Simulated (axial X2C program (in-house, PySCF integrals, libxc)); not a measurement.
# Linear NPO⁺ at several levels

Aim: the two bond lengths and stretching wavenumbers of linear NPO⁺, with and without spin–orbit coupling, at PBE0, LDA.

The runs use an in-house X2C program for linear molecules on PySCF integrals; all-electron X2C, two-component (2c) or spin-free, N dyall-av3z, P dyall-v3z, O dyall-av3z.

All values are calculated.

2 further runs of the same task are left out: 2 set aside as unsound or not needed.

## Step 1: Set-up

Input file task.json:

```json
{"zs": [7, 15, 8], "q": 1, "bas": ["dyall-av3z", "dyall-v3z", "dyall-av3z"], "r0": [1.62, 1.59], "symm": 0, "scan": ["PBE0", "HF", "LDA"], "levels": ["PBE0", "HF", "PBE"], "nst": 2}
```

Keys: zs atomic numbers; q charge; bas basis sets; r0 starting distance in Å; symm equal bonds; scan levels of the two-bond scan; levels methods; nst determinants followed.

On the command line:

```bash
> python solin.py task.json out
```

Masses N 14.003, P 30.974, O 15.995 u.

## Step 2: Scan at PBE0, 2c

State: Ω = 3/2 (beyond evenly filled blocks: ω = 3/2). Energies above the lowest point, from the job's result record:

| r(N–P) (Å) | r(P–O) (Å) | E (meV) |
| --- | --- | --- |
| 1.5347 | 1.4137 | 80.51 |
| 1.5347 | 1.4500 | 33.76 |
| 1.5347 | 1.4862 | 75.16 |
| 1.5740 | 1.4137 | 42.83 |
| 1.5740 | 1.4500 | 0.00 |
| 1.5740 | 1.4862 | 46.34 |
| 1.5740 | 1.5225 | 161.42 |
| 1.6133 | 1.4137 | 67.71 |
| 1.6133 | 1.4500 | 28.12 |
| 1.6133 | 1.4862 | 78.49 |
| 1.6527 | 1.4500 | 103.97 |
| 1.6527 | 1.5225 | 281.96 |

A quadratic surface with cubic terms in each bond gives the minimum at 1.574 and 1.448 Å, force constants 6.41, 11 and coupling 0.46 mdyn/Å.

## Step 3: Scan at LDA, 2c

State: Ω = 3/2 (beyond evenly filled blocks: ω = 3/2). Energies above the lowest point, from the job's result record:

| r(N–P) (Å) | r(P–O) (Å) | E (meV) |
| --- | --- | --- |
| 1.5347 | 1.4137 | 127.96 |
| 1.5347 | 1.4500 | 36.54 |
| 1.5347 | 1.4862 | 32.67 |
| 1.5740 | 1.4137 | 86.49 |
| 1.5740 | 1.4500 | 0.00 |
| 1.5740 | 1.4862 | 1.83 |
| 1.5740 | 1.5225 | 72.36 |
| 1.6133 | 1.4137 | 107.26 |
| 1.6133 | 1.4500 | 24.93 |
| 1.6133 | 1.4862 | 31.63 |
| 1.6527 | 1.4500 | 98.05 |
| 1.6527 | 1.5225 | 189.86 |

A quadratic surface with cubic terms in each bond gives the minimum at 1.575 and 1.467 Å, force constants 6.35, 9.66 and coupling 0.55 mdyn/Å.

## Step 4: Scan at PBE0, spin-free

State: M_S = 1/2, Λ = 1 (beyond evenly filled blocks: π+α, π+β, π-α). Energies above the lowest point, from the job's result record:

| r(N–P) (Å) | r(P–O) (Å) | E (meV) |
| --- | --- | --- |
| 1.5347 | 1.4137 | 79.93 |
| 1.5347 | 1.4500 | 33.47 |
| 1.5347 | 1.4862 | 75.10 |
| 1.5740 | 1.4137 | 42.51 |
| 1.5740 | 1.4500 | 0.00 |
| 1.5740 | 1.4862 | 46.58 |
| 1.5740 | 1.5225 | 161.84 |
| 1.6133 | 1.4137 | 67.63 |
| 1.6133 | 1.4500 | 28.37 |
| 1.6133 | 1.4862 | 79.00 |
| 1.6527 | 1.4500 | 104.43 |
| 1.6527 | 1.5225 | 282.94 |

A quadratic surface with cubic terms in each bond gives the minimum at 1.574 and 1.448 Å, force constants 6.41, 11 and coupling 0.46 mdyn/Å.

## Step 5: The levels side by side

| level | r(N–P) (Å) | r(P–O) (Å) | lower stretch (cm⁻¹) | upper stretch (cm⁻¹) |
| --- | --- | --- | --- | --- |
| PBE0, 2c | 1.574 | 1.448 | 962.4 | 1386.2 |
| LDA, 2c | 1.575 | 1.467 | 951.8 | 1306.1 |
| PBE0, spin-free | 1.574 | 1.448 | 962.6 | 1386.0 |
| LDA, spin-free | 1.574 | 1.467 | 951.9 | 1306.2 |

Scans not shown above were run alike.

**Reading.** Over the levels the N–P bond spans 1.574 to 1.575 Å and the P–O bond 1.448 to 1.467 Å. At PBE0 spin–orbit coupling leaves both bonds unchanged to 0.001 Å. Each state is one determinant, the lowest of a limited PBE0 search; the stretches come from a fit to few points and are good to some per cent at best. The molecule was held linear; bending was not examined, so a bent shape may lie lower. Note: functional without a current term on a determinant with orbital currents, of the molecule or an atom.
